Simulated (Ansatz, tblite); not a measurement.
Cost and result up the ladder for SiMe2H2 (C₂H₈Si) (11 atoms). Total charge 0; singlet. Geometry: PBE-D4/def2-TZVP.

Cartesian coordinates in Å:
```
Si -0.668 0.187 -0.230
C 0.929 0.935 -0.890
H 0.724 1.680 -1.672
H 1.575 0.157 -1.324
H 1.490 1.432 -0.085
C -0.326 -1.104 1.098
H -1.262 -1.533 1.483
H 0.217 -0.659 1.945
H 0.285 -1.925 0.696
H -1.430 -0.444 -1.358
H -1.532 1.274 0.339
```

Ansatz on 4 threads of Arm Neoverse V1 on a shared host; xTB runs through tblite on one thread. Times are rough, summed over both states, and most runs start from the orbitals of an earlier one. PBE0-D4/def2-TZVP serves as the yardstick here, not as an exact answer. The other state is a doublet.

The xTB rows come from tblite.

Raw xTB energies of ions are shifted by several eV.

```json
{"level": "GFN2-xTB", "functions": "25", "wall time": "0.007 s", "vertical IE (eV)": "13.93", "difference from PBE0-D4/def2-TZVP (eV)": "3.00"}
{"level": "GFN1-xTB", "functions": "33", "wall time": "0.01 s", "vertical IE (eV)": "14.82", "difference from PBE0-D4/def2-TZVP (eV)": "3.89"}
{"level": "PBE-D4/def2-TZVP", "functions": "147", "wall time": "2.6 s", "vertical IE (eV)": "10.62", "difference from PBE0-D4/def2-TZVP (eV)": "-0.32"}
{"level": "PBE0-D4/def2-TZVP", "functions": "147", "wall time": "5.5 s", "vertical IE (eV)": "10.93", "difference from PBE0-D4/def2-TZVP (eV)": "0.00"}
{"level": "r2SCAN-D4/def2-TZVP", "functions": "147", "wall time": "6.3 s", "vertical IE (eV)": "10.75", "difference from PBE0-D4/def2-TZVP (eV)": "-0.18"}
```
